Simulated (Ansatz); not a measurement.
# doublet MgB: levels of theory in one basis

```yaml
atoms:
  - { symbol: Mg, position_ang: [0.0106, 0.0481, -1.1809] }
  - { symbol: B, position_ang: [0.0094, -0.0470, 1.2039] }
```

Basis set: def2-SVP (spherical functions). Frozen core: 2 orbitals. Correlation on ROHF uses semicanonical orbitals with singles. Charge 0, multiplicity 2.

Computed with Ansatz (development build ahead of 0.2.0); each method stands on the lowest determinant of its kind that the runs found.

| method | E − E(ROHF) (eV) | <S²> of the determinant |
| --- | --- | --- |
| ROHF | 0.00 | 0.75 |
| UHF | -0.82 | 1.58 |
| UHF-MP2 | -2.38 | 1.58 |
| ROHF-CCSD(T) | -3.37 | – |
| UHF-CCSD(T) | -3.31 | 1.58 |
| UHF-CCSDT(Q) | -3.43 | 1.58 |

**Question.** What does ROHF-MP2 give on the same scale?

**Answer.** -2.29 eV.

Caution for ROHF, ROHF-MP2, ROHF-CCSD(T): an unrestricted determinant lies well below. Caution for UHF, UHF-MP2, UHF-CCSD(T), UHF-CCSDT(Q): the unrestricted determinant is a mixture of spin states. Caution for UHF-CCSD(T): another reference gives a lower total.
